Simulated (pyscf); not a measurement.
## Concerted two-bond exchange: H₃Si–As(SiH₃)–SiH₃ + hydrogen (H₂) → H₃Si–AsH–SiH₃ + silane (SiH₄)

Gas phase, singlet surface, charge 0. Bonds broken: As2–Si11, H7–H12. Bonds formed: As2–H7, Si11–H12. PySCF, gas phase, ωB97X-D3(BJ)/def2-SVP geometries.

Transition state (Å):

```xyz
15

Si    -2.1187     0.8073     0.0939
As     0.0600    -0.0379     0.1636
Si    -0.3889    -1.7970    -1.3782
H     -3.1109    -0.2765     0.3473
H     -2.2285     1.8641     1.1393
H     -2.3806     1.3963    -1.2501
H      0.1337     0.4236     1.8144
H     -0.9524    -1.2234    -2.6349
H      0.8697    -2.5326    -1.6830
H     -1.3816    -2.7287    -0.7692
Si     1.0393     2.3559     0.5330
H      0.3289     1.4948     1.9109
H      0.9961     2.6662    -0.9335
H      0.5629     3.6432     1.1396
H      2.4509     2.0609     0.9051
```

One imaginary mode, 1630i cm⁻¹; descent along it reached the two sides named.

```tsv
bond	change	reactant side (Å)	saddle	product side
As2–Si11	breaks	2.343	2.6	3.6
H7–H12	breaks	0.761	1.093	3.8
As2–H7	forms	3.1	1.716	1.519
Si11–H12	forms	3.9	1.773	1.490
```

Electronic energies relative to the separated reactants (kcal/mol):

```
level                   barrier  reaction energy  reverse barrier
----------------------  -------  ---------------  ---------------
ωB97X-D3(BJ)/def2-TZVP     68.9            +10.3             58.6
PBE/def2-TZVP              53.9             +5.0             48.9
r²SCAN/def2-TZVP           58.9             +6.0             53.0
B3LYP-D3(BJ)/def2-TZVP     61.8             +5.4             56.4
PBE0-D3(BJ)/def2-TZVP      59.5             +7.1             52.4
M06-2X/def2-TZVP           67.2             +7.1             60.1
ωB97M-D3(BJ)/def2-TZVP     65.9             +4.5             61.3
HF/def2-TZVP               84.2             -3.7             87.9
```

With ωB97M-D3(BJ)/def2-TZVP energies and thermal terms (ideal gas, 1 atm, RRHO with modes under 100 cm⁻¹ raised to 100, one conformer, R ln 2 for chiral ones without a mode under 150 cm⁻¹), in kcal/mol:

| T (K) | ΔH‡ | ΔG‡ | ΔH | ΔG |
|---|---|---|---|---|
| 298 | 65.0 | 72.7 | +5.4 | +3.3 |
| 600 | 64.3 | 80.9 | +4.0 | +1.7 |
| 900 | 64.3 | 89.2 | +3.1 | +0.7 |
| 1200 | 64.7 | 97.4 | +2.6 | 0.0 |

This saddle turned up in a search for another step; its sides and bond changes are read from the two ends of the descent. One saddle was located; it need not be the lowest between these sides. Elements up to Kr have no core potential and no relativistic terms here.
